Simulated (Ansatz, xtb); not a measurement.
Bond stretch in OH, doublet.

UKS-PBE = unrestricted PBE/aug-cc-pVDZ (Ansatz, a quantum-chemistry and plane-wave program); UCCSD = CCSD on UHF/aug-cc-pVDZ, frozen core in Ansatz; ROCCSD = CCSD on ROHF/aug-cc-pVDZ, frozen core (Ansatz); ROHF/aug-cc-pVDZ (Ansatz); GFN1-xTB (xtb).

Energies are in kcal/mol, each relative to the lowest point of its own curve near equilibrium.

```csv
R / Å,UKS-PBE,UCCSD,ROCCSD,ROHF,GFN1-xTB
0.73,67.0,64.7,64.7,58.1,58.6
0.77,42.7,40.6,40.6,35.1,35.9
0.84,16.3,14.7,14.7,11.2,12.4
0.88,7.8,6.7,6.7,4.2,5.4
0.92,2.8,2.1,2.1,0.7,1.5
0.94,1.3,0.8,0.8,0.0,0.5
0.97,0.2,0.0,0.0,0.0,0.0
0.99,0.0,0.0,0.0,0.6,0.2
1.03,0.8,1.3,1.3,3.1,1.6
1.08,3.5,4.6,4.6,7.8,5.0
1.13,7.6,9.1,9.2,13.9,9.6
1.22,17.0,19.3,19.3,26.9,20.2
1.30,26.5,29.3,29.3,39.6,30.9
1.46,46.1,49.2,49.2,65.4,53.4
1.59,61.0,63.8,63.7,85.3,70.9
1.73,74.8,76.4,76.7,105.1,88.3
1.94,88.9,88.8,—,—,110.3
2.12,96.0,94.1,—,—,125.3
2.39,102.0,97.1,—,—,142.1
2.64,105.0,98.1,—,—,152.9
2.90,106.6,98.4,—,—,160.6
3.33,107.9,98.7,—,—,—
3.91,108.5,98.7,—,—,—
```

At the longest distance, 3.91 Å, UKS-PBE lies highest above its minimum (108.5 kcal/mol) and UCCSD lowest (98.7 kcal/mol).

Dashes: no converged value, or the column stops at the first point that the program doubted or that broke a chosen test of continuity, which isn't proof of a fault.

The unrestricted determinant behind UKS-PBE is spin-contaminated at 1.73 to 3.91 Å (<S²> up to 1.7, against 0.75 for a pure doublet). The unrestricted determinant behind UCCSD is spin-contaminated at 1.30 to 3.91 Å (<S²> up to 1.8, against 0.75 for a pure doublet). The T1 diagnostic of CCSD on the restricted reference of ROCCSD exceeds 0.045 at 1.73 to 1.94 Å.
